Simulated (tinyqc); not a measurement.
G0W0 on RHF in the sto-3g basis, for H2O, spin multiplicity 1, step by step. One step of it, computed by the program tinyqc.

Task: Screening: direct RPA. With D = e_a - e_i and K = (ia|jb): diagonalise D^(1/2) (D + 4K) D^(1/2) = Z w^2 Z^T; X + Y = D^(1/2) Z w^(-1/2), each column of Z with its largest component positive (the first on a tie); E_c = (sum w - tr (D + 2K)) / 2.

orbital energies (hartree): MO1 -20.253067, MO2 -1.298341, MO3 -0.605674, MO4 -0.486805, MO5 -0.401245, MO6 0.646900, MO7 0.740243

Two-electron integrals over orbitals (pq|rs), unique and non-zero (hartree):
```
p,q,r,s,(pq|rs)
1,1,1,1,4.744300
2,1,1,1,-0.412042
2,1,2,1,0.057147
2,2,1,1,1.000987
2,2,2,1,-0.011848
2,2,2,2,0.736375
3,1,3,1,0.011765
3,2,3,1,0.018531
3,2,3,2,0.145156
3,3,1,1,0.820806
3,3,2,1,-0.004416
3,3,2,2,0.658635
3,3,3,3,0.646993
4,1,1,1,0.202035
4,1,2,1,-0.024317
4,1,2,2,0.017904
4,1,3,3,0.007136
4,1,4,1,0.028838
4,2,1,1,-0.134196
4,2,2,1,0.010018
4,2,2,2,0.011156
4,2,3,3,0.005461
4,2,4,1,0.016659
4,2,4,2,0.119498
4,3,3,1,-0.004558
4,3,3,2,0.014398
4,3,4,3,0.048236
4,4,1,1,0.993062
4,4,2,1,-0.014216
4,4,2,2,0.667282
4,4,3,3,0.605837
4,4,4,1,-0.010922
4,4,4,2,-0.103024
4,4,4,4,0.779930
5,1,5,1,0.026052
5,2,5,1,0.032122
5,2,5,2,0.142129
5,3,5,3,0.029963
5,4,5,1,-0.014849
5,4,5,2,-0.051042
5,4,5,4,0.059065
5,5,1,1,1.115335
5,5,2,1,-0.011538
5,5,2,2,0.745630
5,5,3,3,0.640438
5,5,4,1,0.005655
5,5,4,2,-0.071749
5,5,4,4,0.726618
5,5,5,5,0.880159
6,1,1,1,-0.233728
6,1,2,1,0.035620
6,1,2,2,0.001669
6,1,3,3,0.000772
6,1,4,1,-0.001159
6,1,4,2,0.020923
6,1,4,4,-0.020967
6,1,5,5,-0.006016
6,1,6,1,0.032845
6,2,1,1,0.314262
6,2,2,1,-0.005964
6,2,2,2,0.147549
6,2,3,3,0.084988
6,2,4,1,0.019160
6,2,4,2,0.016292
6,2,4,4,0.083773
6,2,5,5,0.160501
6,2,6,1,0.008465
6,2,6,2,0.105724
6,3,3,1,0.003991
6,3,3,2,-0.029385
6,3,4,3,-0.024671
6,3,6,3,0.060842
6,4,1,1,0.221951
6,4,2,1,-0.002648
6,4,2,2,0.088565
6,4,3,3,0.045433
6,4,4,1,0.000181
6,4,4,2,-0.043622
6,4,4,4,0.126514
6,4,5,5,0.117057
6,4,6,1,-0.002231
6,4,6,2,0.057192
6,4,6,4,0.073553
6,5,5,1,0.015391
6,5,5,2,0.057683
6,5,5,4,-0.002725
6,5,6,5,0.038900
6,6,1,1,0.834105
6,6,2,1,-0.006918
6,6,2,2,0.633031
6,6,3,3,0.582575
6,6,4,1,0.021729
6,6,4,2,0.055650
6,6,4,4,0.559510
6,6,5,5,0.602733
6,6,6,1,0.009583
6,6,6,2,0.105227
6,6,6,4,0.043559
6,6,6,6,0.612439
7,1,3,1,0.015365
7,1,3,2,0.022506
7,1,4,3,-0.006127
7,1,6,3,0.004638
7,1,7,1,0.020123
7,2,3,1,0.013452
7,2,3,2,0.033908
7,2,4,3,-0.038572
7,2,6,3,0.036938
7,2,7,1,0.016677
7,2,7,2,0.059814
7,3,1,1,0.355032
7,3,2,1,-0.007719
7,3,2,2,0.123906
7,3,3,3,0.089831
7,3,4,1,-0.001052
7,3,4,2,-0.083625
7,3,4,4,0.153755
7,3,5,5,0.183969
7,3,6,1,-0.007673
7,3,6,2,0.076242
7,3,6,4,0.082500
7,3,6,6,0.037060
7,3,7,3,0.155425
7,4,3,1,-0.010686
7,4,3,2,-0.081803
7,4,4,3,0.004089
7,4,6,3,0.040069
7,4,7,1,-0.013669
7,4,7,2,-0.013794
7,4,7,4,0.073445
7,5,5,3,0.023308
7,5,7,5,0.023006
7,6,3,1,0.008968
7,6,3,2,0.094324
7,6,4,3,0.044301
7,6,6,3,-0.053333
7,6,7,1,0.011020
7,6,7,2,-0.015824
7,6,7,4,-0.058759
7,6,7,6,0.108570
7,7,1,1,0.850465
7,7,2,1,-0.008619
7,7,2,2,0.624642
7,7,3,3,0.617006
7,7,4,1,0.004821
7,7,4,2,-0.006423
7,7,4,4,0.603432
7,7,5,5,0.618449
7,7,6,1,-0.004232
7,7,6,2,0.067252
7,7,6,4,0.036020
7,7,6,6,0.575457
7,7,7,3,0.077548
7,7,7,7,0.618824
```

Give: D^(1/2) (D + 4K) D^(1/2); excitation energies w; X + Y; RPA correlation energy.

Result:

D^(1/2) (D + 4K) D^(1/2) (hartree^2):
```
,1>6,1>7,2>6,2>7,3>6,3>7,4>6,4>7,5>6,5>7
1>6,439.554,0.000,0.216,0.000,0.000,-0.163,-0.043,0.000,0.000,0.000
1>7,0.000,442.409,0.000,0.436,0.095,0.000,0.000,-0.278,0.000,0.000
2>6,0.216,0.000,4.607,0.000,0.000,0.493,0.340,0.000,0.000,0.000
2>7,0.000,0.436,0.000,4.644,0.236,0.000,0.000,-0.087,0.000,0.000
3>6,0.000,0.095,0.000,0.236,1.874,0.000,0.000,0.199,0.000,0.000
3>7,-0.163,0.000,0.493,0.000,0.000,2.648,0.408,0.000,0.000,0.000
4>6,-0.043,0.000,0.340,0.000,0.000,0.408,1.619,0.000,0.000,0.000
4>7,0.000,-0.278,0.000,-0.087,0.199,0.000,0.000,1.866,0.000,0.000
5>6,0.000,0.000,0.000,0.000,0.000,0.000,0.000,0.000,1.262,0.000
5>7,0.000,0.000,0.000,0.000,0.000,0.000,0.000,0.000,0.000,1.408
```

excitation energies w (hartree): 1.123  1.187  1.212  1.286  1.437  1.620  2.160  2.187  20.966  21.034

X + Y:
```
,1,2,3,4,5,6,7,8,9,10
1>6,0.000,0.000,0.000,0.000,0.000,0.002,0.000,-0.001,0.998,0.000
1>7,0.000,0.000,0.000,-0.002,0.001,0.000,-0.003,0.000,0.000,0.999
2>6,0.000,0.000,-0.070,0.000,0.000,-0.303,0.000,0.905,0.000,0.000
2>7,0.000,0.000,0.000,-0.096,-0.047,0.000,0.968,0.000,0.000,0.000
3>6,0.000,0.000,0.000,0.703,0.651,0.000,0.063,0.000,0.000,0.000
3>7,0.000,0.000,-0.322,0.000,0.000,0.838,0.000,0.194,0.000,0.000
4>6,0.000,0.000,0.920,0.000,0.000,0.234,0.000,0.097,0.000,0.000
4>7,0.000,0.000,0.000,-0.682,0.661,0.000,-0.019,0.000,0.000,0.000
5>6,0.966,0.000,0.000,0.000,0.000,0.000,0.000,0.000,0.000,0.000
5>7,0.000,0.981,0.000,0.000,0.000,0.000,0.000,0.000,0.000,0.000
```

RPA correlation energy = -0.05183 hartree
